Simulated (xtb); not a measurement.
Input for xtb: GFN1-xTB on acetamide (SMILES CC(N)=O), a point of a torsion scan.

```
$ xtb mol.xyz --gfn 1 --sp --chrg 0 --uhf 0
9

C     -1.03857331     0.01057699    -0.25562532
C      0.17864402    -0.19212022     0.62360380
N      1.38436925    -0.09363672    -0.05248938
O      0.11239133    -0.59048009     1.75869984
H     -1.05671019     1.02881244    -0.64053377
H     -1.00274174    -0.67962920    -1.09593130
H     -1.93992426    -0.17347998     0.32106986
H      2.08310442     0.50132012     0.36786040
H      1.28172775     0.14937177    -1.03104866
```

Output:

```
[...]
           -------------------------------------------------
          |                Calculation Setup                |
           -------------------------------------------------



           -------------------------------------------------
          |                 G F N 1 - x T B                 |
           -------------------------------------------------

        Reference                      10.1021/acs.jctc.7b00118
      * Hamiltonian:
        H0-scaling (s, p, d)           1.850000    2.250000    2.000000
        zeta-weighting                 0.000000
      * Dispersion:
        s8                             2.400000
        a1                             0.630000
        a2                             5.000000
        s9                             0.000000
      * Repulsion:
        kExp                           1.500000
        rExp                           1.000000
      * Coulomb:
        alpha                          2.000000
        third order                    atomic
        anisotropic                    false
      * Halogen bond correction:
        rad-scale                      1.300000
        damping                        0.440000


          ...................................................
          :                      SETUP                      :
          :.................................................:
          :  # basis functions                  26          :
          :  # atomic orbitals                  26          :
          :  # shells                           18          :
          :  # electrons                        24          :
          :  # halogen bonds                     0          :
          :  max. iterations                   250          :
          :  Hamiltonian                  GFN1-xTB          :
          :  restarted?                      false          :
          :  GBSA solvation                  false          :
          :  PC potential                    false          :
          :  electronic temp.          300.0000000     K    :
          :  accuracy                    1.0000000          :
          :  -> integral cutoff          0.2500000E+02      :
          :  -> integral neglect         0.1000000E-07      :
          :  -> SCF convergence          0.1000000E-05 Eh   :
          :  -> wf. convergence          0.2000000E-04 e    :
          :  Broyden damping             0.4000000          :
          :  net charge                          0          :
          :  unpaired electrons                  0          :
          ...................................................

 iter      E             dE          RMSdq      gap      omega  full diag
   1    -14.9069191 -0.149069E+02  0.761E+00    5.48       0.0  T
   2    -14.9875618 -0.806428E-01  0.451E+00    4.86       1.0  T
   3    -14.9873273  0.234506E-03  0.185E+00    5.35       1.0  T
   4    -14.9924671 -0.513979E-02  0.125E-01    5.09       1.0  T
   5    -14.9925494 -0.823086E-04  0.441E-02    5.11       1.0  T
   6    -14.9925590 -0.958576E-05  0.164E-02    5.10       2.0  T
   7    -14.9925619 -0.291009E-05  0.127E-03    5.10      26.3  T
   8    -14.9925619 -0.198572E-09  0.640E-04    5.10      52.1  T
   9    -14.9925619 -0.289654E-08  0.117E-04    5.10     284.3  T
  10    -14.9925619 -0.801066E-10  0.431E-05    5.10     772.8  T

   *** convergence criteria satisfied after 10 iterations ***

         #    Occupation            Energy/Eh            Energy/eV
      -------------------------------------------------------------
         1        2.0000           -0.7975716             -21.7030
       ...           ...                  ...                  ...
         6        2.0000           -0.5925178             -16.1232
         7        2.0000           -0.5753854             -15.6570
         8        2.0000           -0.5377311             -14.6324
         9        2.0000           -0.5304383             -14.4340
        10        2.0000           -0.5255939             -14.3021
        11        2.0000           -0.4644226             -12.6376
        12        2.0000           -0.4434315             -12.0664 (HOMO)
        13                         -0.2558461              -6.9619 (LUMO)
        14                         -0.1492038              -4.0600
        15                         -0.1362915              -3.7087
        16                         -0.0881902              -2.3998
        17                         -0.0824028              -2.2423
       ...                                ...                  ...
        26                          0.7228131              19.6687
      -------------------------------------------------------------
                  HL-Gap            0.1875854 Eh            5.1045 eV
             Fermi-level           -0.3496388 Eh           -9.5142 eV

 SCC (total)                   0 d,  0 h,  0 min,  0.008 sec
 SCC setup                      ...        0 min,  0.000 sec (  2.865%)
 Dispersion                     ...        0 min,  0.000 sec (  1.146%)
 classical contributions        ...        0 min,  0.000 sec (  0.816%)
 integral evaluation            ...        0 min,  0.002 sec ( 22.715%)
 iterations                     ...        0 min,  0.002 sec ( 29.235%)
 molecular gradient             ...        0 min,  0.003 sec ( 38.973%)
 printout                       ...        0 min,  0.000 sec (  3.928%)

         :::::::::::::::::::::::::::::::::::::::::::::::::::::
         ::                     SUMMARY                     ::
         :::::::::::::::::::::::::::::::::::::::::::::::::::::
         :: total energy             -14.835706661260 Eh    ::
         :: gradient norm              0.031267789313 Eh/a0 ::
         :: HOMO-LUMO gap              5.104459593634 eV    ::
         ::.................................................::
         :: SCC energy               -14.992561941063 Eh    ::
         :: -> electrostatic           0.068702904333 Eh    ::
         :: repulsion energy           0.159019594522 Eh    ::
         :: dispersion energy         -0.002164314719 Eh    ::
         :: halogen bond corr.         0.000000000000 Eh    ::
         :: add. restraining           0.000000000000 Eh    ::
         :: total charge              -0.000000000000 e     ::
         :::::::::::::::::::::::::::::::::::::::::::::::::::::

           -------------------------------------------------
          |                Property Printout                |
           -------------------------------------------------

    * Orbital Energies and Occupations

         #    Occupation            Energy/Eh            Energy/eV
      -------------------------------------------------------------
         1        2.0000           -0.7975716             -21.7030
         2        2.0000           -0.7789504             -21.1963
         3        2.0000           -0.6725066             -18.2998
         4        2.0000           -0.6286355             -17.1060
         5        2.0000           -0.5995646             -16.3150
         6        2.0000           -0.5925178             -16.1232
         7        2.0000           -0.5753854             -15.6570
         8        2.0000           -0.5377311             -14.6324
         9        2.0000           -0.5304383             -14.4340
        10        2.0000           -0.5255939             -14.3021
        11        2.0000           -0.4644226             -12.6376
        12        2.0000           -0.4434315             -12.0664 (HOMO)
        13                         -0.2558461              -6.9619 (LUMO)
        14                         -0.1492038              -4.0600
        15                         -0.1362915              -3.7087
        16                         -0.0881902              -2.3998
Note: The following floating-point exceptions are signalling: IEEE_DENORMAL
normal termination of xtb
        17                         -0.0824028              -2.2423
        18                         -0.0622233              -1.6932
        19                          0.0837281               2.2784
        20                          0.1992297               5.4213
        21                          0.2465973               6.7103
        22                          0.2621633               7.1338
        23                          0.2826640               7.6917
       ...                                ...                  ...
        26                          0.7228131              19.6687
      -------------------------------------------------------------
                  HL-Gap            0.1875854 Eh            5.1045 eV
             Fermi-level           -0.3496388 Eh           -9.5142 eV

  Mulliken/CM5 charges         n(s)   n(p)   n(d)
     1C    -0.13820 -0.27738   1.022  3.116  0.000
     2C     0.49472  0.57861   1.007  2.498  0.000
     3N    -0.44373 -0.89097   1.439  4.004  0.000
     4O    -0.51768 -0.56149   1.722  4.796  0.000
     5H     0.04433  0.09901   0.956  0.000  0.000
     6H     0.05393  0.10941   0.946  0.000  0.000
     7H     0.06382  0.11957   0.936  0.000  0.000
     8H     0.23687  0.42804   0.763  0.000  0.000
     9H     0.20594  0.39520   0.794  0.000  0.000

Wiberg/Mayer (AO) data.
largest (>0.10) Wiberg bond orders for each atom

 ---------------------------------------------------------------------------
     #   Z sym  total        # sym  WBO       # sym  WBO       # sym  WBO
 ---------------------------------------------------------------------------
     1   6 C    3.994 --     7 H    0.983     2 C    0.982     5 H    0.974
                             6 H    0.970
     2   6 C    3.880 --     4 O    1.728     3 N    1.140     1 C    0.982
     3   7 N    3.163 --     2 C    1.140     9 H    0.946     8 H    0.914
                             4 O    0.130
     4   8 O    1.971 --     2 C    1.728     3 N    0.130
     5   1 H    1.003 --     1 C    0.974
     6   1 H    0.999 --     1 C    0.970
     7   1 H    1.004 --     1 C    0.983
     8   1 H    0.952 --     3 N    0.914
     9   1 H    0.967 --     3 N    0.946
 ---------------------------------------------------------------------------

Topologies differ in total number of bonds
Writing topology from bond orders to xtbtopo.mol

 dipole moment from electron density (au)
     X       Y       Z
   0.2213   1.1275  -1.7554  total (Debye):    5.333


           -------------------------------------------------
          | TOTAL ENERGY              -14.835706661260 Eh   |
          | GRADIENT NORM               0.031267789313 Eh/α |
          | HOMO-LUMO GAP               5.104459593634 eV   |
           -------------------------------------------------

------------------------------------------------------------------------
------------------------------------------------------------------------
 total:
 SCF:
```

The run finished.

Cost: about 0.06 core-seconds (a rough figure).
